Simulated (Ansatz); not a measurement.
Coupled-cluster run, C$_{3}$H$_{5}$ClF$_{2}$, SMILES `CC(F)(F)CCl`.

```yaml
crystal:
  periodic: [false, false, false]
  atoms:
    - {symbol: C, position_ang: [-1.169674, -0.245050, -0.536632]}
    - {symbol: C, position_ang: [-0.037328, -0.364757, 0.440099]}
    - {symbol: F, position_ang: [-0.470290, -0.030083, 1.685098]}
    - {symbol: F, position_ang: [0.363392, -1.672536, 0.515205]}
    - {symbol: C, position_ang: [1.222279, 0.421769, 0.126740]}
    - {symbol: Cl, position_ang: [0.920927, 2.159528, -0.006916]}
    - {symbol: H, position_ang: [-1.985954, -0.887049, -0.205680]}
    - {symbol: H, position_ang: [-0.843016, -0.560273, -1.527954]}
    - {symbol: H, position_ang: [-1.514761, 0.786645, -0.583124]}
    - {symbol: H, position_ang: [1.640366, 0.074428, -0.816347]}
    - {symbol: H, position_ang: [1.939559, 0.260378, 0.929912]}
basis:
  gaussian: {orbitals: def2-TZVPP}
correlation: {method: ccsd_t}
```

```sh
$ ansatz run in.yaml --threads 4 --pin off --events-out ev --progress --plain --max-ram 10444MiB
```

Log, shortened:

```
Functional definition: HF
1630 factors; integrals over basis functions are off by at most 9.7e-4 eV
mean field evaluation 1: about -21086.6333 eV, gradient 3.8e1 eV
mean field evaluation 2: about -21086.8991 eV, gradient 3.8e1 eV
mean field evaluation 4: about -21090.1339 eV, gradient 4.4e0 eV
mean field evaluation 8: about -21090.1937 eV, gradient 2.5e-1 eV
mean field -21090.19396063 eV, -775.0503326061 hartree, gradient 2.9e-6 eV, S^2 0.000000; 0 other end points of the search recorded, 0 dependent functions left out
10 core orbitals not correlated: weight in the atoms' cores, before any rotation towards them, 1.000 or more for the frozen orbitals, at most 0.000 for the correlated occupied ones
reference -21090.19396063 eV, -775.0503326061 hartree; 19, 19 occupied and 238, 238 virtual orbitals, 1630 factors
second order -32.52474215 eV of doubles, -0.00000000 eV of singles
cycle   1  -32.85086043 eV  change   -3.3e-1 eV  update   1.1e-1
cycle   2  -33.53389335 eV  change   -6.8e-1 eV  update   3.2e-2
cycle   3  -33.68796363 eV  change   -1.5e-1 eV  update   1.5e-2
cycle   4  -33.67605932 eV  change    1.2e-2 eV  update   2.9e-3
cycle   5  -33.67462229 eV  change    1.4e-3 eV  update   1.3e-3
cycle   6  -33.67554235 eV  change   -9.2e-4 eV  update   3.8e-4
cycle   7  -33.67549378 eV  change    4.9e-5 eV  update   1.6e-4
cycle   8  -33.67540536 eV  change    8.8e-5 eV  update   5.3e-5
cycle   9  -33.67541547 eV  change   -1.0e-5 eV  update   1.8e-5
perturbative correction -1.23348142 eV, -0.0453296060 hartree
Total energy: -21125.10285751 eV, -776.3332109045 hartree
```

Run time 5.4 min (4 threads of an Arm Neoverse V2 on a shared host); peak host memory 7.3 GiB.

MP2 recovers 93.2 % of the CCSD(T) correlation energy and the triples give 3.5 %; T1 = 0.0105.
